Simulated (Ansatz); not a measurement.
Zinc-blende GaAs: LDA at its full settings (plane-wave cutoff 520 eV, 10×10×10 k mesh, Fermi–Dirac smearing 0.01 eV, scalar-relativistic PAW data made under PBE) and at cheaper ones, in a cell of 2 atoms with Γ-centred meshes.

| level and setting | lattice constant a (Å) | bulk modulus B0 (GPa) |
|---|---|---|
| LDA (Ansatz) | 5.603 | 74.3 |
| LDA (2×2×2 k mesh) (Ansatz) | 5.946 | 48.3 |
| LDA (4×4×4 k mesh) (Ansatz) | 5.609 | 74.4 |

Largest shifts from the full settings: lattice constant a +6.12 % (LDA (2×2×2 k mesh)), against a difference of -0.66 % of the full result from the reference 5.64 Å (measured, static lattice: zero-point anharmonic expansion removed; as tabulated in Mejia-Rodriguez and Trickey (2018), arXiv:1807.09216); bulk modulus -35 % (LDA (2×2×2 k mesh)), against a difference of -3.1 % of the full result from the reference 76.7 GPa (measured, 0 K value with the zero-point phonon effect removed; as tabulated in Mejia-Rodriguez and Trickey (2018), arXiv:1807.09216).

Ansatz's density-functional and Hartree–Fock values are scalar-relativistic unless marked +SOC, with PAW data made under PBE.

Run with cheap settings on purpose, which may leave them unconverged: LDA (2×2×2 k mesh), LDA (4×4×4 k mesh).

Ansatz is a first-principles code.
